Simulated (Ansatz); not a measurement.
Total energies of PF₃ from Ansatz at PBE-D4/def2-TZVPD, gas phase (1 Eh = 27.2114 eV = 2625.5 kJ/mol). The reference geometry is relaxed at r2SCAN-D4/def2-TZVP.

```xyz
4

P    -0.316    0.265    0.418
F     0.511   -1.032    0.765
F     0.838    1.055   -0.311
F    -1.033   -0.288   -0.872
```

```tsv
state	geometry	energy (Eh)
charge 0 singlet	reference	-640.71262
charge -1 doublet	reference	-640.66670
charge -1 doublet	relaxed at r2SCAN-D4/def2-TZVPD	-640.70987
free P atom (quartet)	–	-341.10318
free F atom (doublet)	–	-99.67049
```

(1) Work out the vertical electron affinity, to the doublet.

(2) How much does the charge -1 doublet relax, and what is the adiabatic electron affinity?

(3) What is the binding energy per atom against free atoms?

(1) E(charge 0 singlet) − E(charge -1 doublet) = -640.71262 − (-640.66670) = -0.04592 Eh = -1.25 eV; negative, so the extra electron isn't bound.

(2) Relaxation: -640.66670 − (-640.70987) = 0.04317 Eh = 1.17 eV. Adiabatic electron affinity: -0.00275 Eh = -0.07 eV, without zero-point energy. 

(3) Atoms: 1 × (-341.10318) + 3 × (-99.67049) = -640.11465 Eh. Binding: -640.11465 − (-640.71262) = 0.59797 Eh = 16.27 eV, or 4.07 eV for each of 4 atoms (no zero-point energy, no counterpoise term).

At PBE-D4/def2-TZVPD the highest occupied level of the charge -1 doublet lies above zero (up to 3.36 eV). By energy differences it is unbound by 1.25 eV (vertical, to the charge 0 singlet, at PBE-D4/def2-TZVPD) and held by the finite basis. At PBE-D4/def2-TZVPD the highest occupied level of the relaxed charge -1 doublet lies above zero (up to 1.29 eV). Energy differences put its binding near zero (-0.07 eV; each at its own geometry, to the charge 0 singlet, at PBE-D4/def2-TZVPD), which leaves it undecided. At PBE-D4/def2-TZVPD the gap within one spin of the charge -1 doublet nearly closes, so an electron or hole may be smeared out by delocalisation error.
